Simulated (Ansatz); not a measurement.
A made-up structure of CH3OS, doublet:

```xyz
6
angstrom
O -0.4378 -0.9333 -0.5319
C 0.2970 0.0262 0.1629
S -0.0051 1.7276 -0.2494
H -1.3364 -0.6067 -0.6388
H 1.3573 -0.1934 0.0044
H 0.0828 -1.7506 -0.5754
```

It is relaxed with PBE-D4/def2-SVP and then PBE0-D4/def2-TZVP (Ansatz 0.2.0). Atoms count as bonded within 1.22 times the sum of their covalent radii (H–H: 0.88 Å). The end point is not checked to be a true minimum.

Task: Does its bonding change? (Judge from chemistry; the calculation decides.)

Result: The calculation gives: Yes. Formed: none; broken: O1–C2.

Where it ends: The first stage lowers the energy by 1.87 eV in 21 steps. It ends as a complex of CHS ([CH][S]) + H₂O:
```
6
angstrom
O -0.7716 -1.8586 -0.9817
C 0.7767 0.5720 0.2385
S 0.0678 1.8930 0.6313
H -1.5538 -1.4881 -1.3957
H 1.8226 0.2757 0.1655
H -0.3839 -1.1240 -0.4860
```

Labels in which every atom is bracketed show which atoms are joined, not bond orders.

For scale, one of the runs: PBE0-D4/def2-TZVP relaxation, 117 basis functions, launched by `ansatz run in.yaml --threads 2 --pin off --events-out ev --progress --plain --max-ram 4352MiB`. The run took about 74 s on 2 CPU threads of an Arm Neoverse V2 (shared host).
